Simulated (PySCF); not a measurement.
**Carbon: a sound run and one with changed settings**

Sound run: C [He] 2s2 2p2, C⁺ [He] 2s2 2p1. Computed with PySCF 2.14 in x2c-TZVPall (5s3p2d1f, 31 functions), with scalar relativity by spin-free X2C-1e. The sound run starts from symmetry-adapted Hartree-Fock orbitals and uses a fine grid where one is needed.

Changed run: 14 angular points. This setting is unsound on purpose.

| species | method | sound run (hartree) | changed run (hartree) | converged |
| --- | --- | --- | --- | --- |
| C | UHF | -37.70744 | -37.70744 | yes |
| C | BP86 | -37.86201 | -37.86204 | yes |
| C | M06-L | -37.86171 | -37.86588 | yes |
| C⁺ | UHF | -37.31066 | -37.31066 | yes |
| C⁺ | BP86 | -37.43664 | -37.43625 | yes |
| C⁺ | M06-L | -37.44341 | -37.44607 | yes |

Ionisation energy of C:

| method | sound run (eV) | changed run (eV) |
| --- | --- | --- |
| UHF | 10.797 | 10.797 |
| BP86 | 11.575 | 11.586 |
| M06-L | 11.383 | 11.424 |

A coarse angular grid integrates products of high-l functions wrongly, so density functionals can shift, and the SCF can exploit the error; Hartree-Fock and MP2 need no grid.

For comparison, NIST gives 11.260 eV between the lowest levels.
